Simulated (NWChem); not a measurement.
# Dipole moment of hydrogen peroxide (H2O2)

SMILES: OO
```xyz
4

O     -0.2942     0.6453    -0.0547
O      0.2942    -0.6453    -0.0547
H      0.3673     1.1503     0.4376
H     -0.3673    -1.1503     0.4376
```
Charge 0, spin multiplicity 1.

The numbers come from NWChem runs, not from measurements. The geometry was optimised at PBE0/def2-SVP, a minimum by its harmonic frequencies. It is one conformer; others weren't searched.

Basis set: 6-31G*. The CCSD dipole comes from the Λ equations, without orbital relaxation.

```
method  dipole moment (D)  difference from CCSD
------  -----------------  --------------------
HF                   1.93                 +0.07
PBE                  1.76                 -0.10
B3LYP                1.80                 -0.06
PBE0                 1.83                 -0.04
CCSD                 1.87                  0.00
```

The values span 0.17 D, from PBE (lowest) to HF (highest). 

The correlated methods keep 2 core orbitals frozen. B3LYP has NWChem's definition, with VWN1-RPA local correlation. The Pople sets run with spherical d functions. Differences from the coupled-cluster row are differences between methods, not errors against experiment.
